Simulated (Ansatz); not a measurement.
BClH4Si (`B[SiH2]Cl`). The species carries charge 0 and has multiplicity 1. Geometry: relaxed with PBE0-D4/def2-TZVP.

```xyz
7

B    -0.936    0.771    0.231
Si    0.569   -0.518   -0.058
Cl    1.475   -0.336   -1.904
H    -1.525    0.725    1.272
H    -1.274    1.584   -0.575
H     1.618   -0.309    0.977
H     0.073   -1.917    0.058
```

Problem. What is the dipole moment at r2SCAN/def2-TZVPP? (An estimate is asked.)

Solution. The calculation gave: 1.52 D, with components (-0.91, 0.19, 1.20) D in this frame, pointing from negative to positive charge.

Problem. And with PBE, B3LYP, ωB97M-V? (Estimate.)

Solution. Computed: PBE 1.43 D, B3LYP 1.54 D, ωB97M-V 1.54 D.

Problem. Give the Mulliken charges with r2SCAN, ωB97M-V, PBE in def2-TZVPP. (An estimate is asked.)

Solution. The calculation gave: 
| atom | r2SCAN | ωB97M-V | PBE |
| --- | --- | --- | --- |
| B1 | -0.03 | -0.15 | -0.03 |
| Si2 | 0.38 | 0.23 | 0.27 |
| Cl3 | -0.27 | -0.23 | -0.23 |
| H4 | 0.02 | 0.09 | 0.04 |
| H5 | 0.03 | 0.10 | 0.05 |
| H6 | -0.07 | -0.02 | -0.05 |
| H7 | -0.07 | -0.02 | -0.05 |

B3LYP here is the variant with VWN-RPA as its local correlation; programs differ in this.
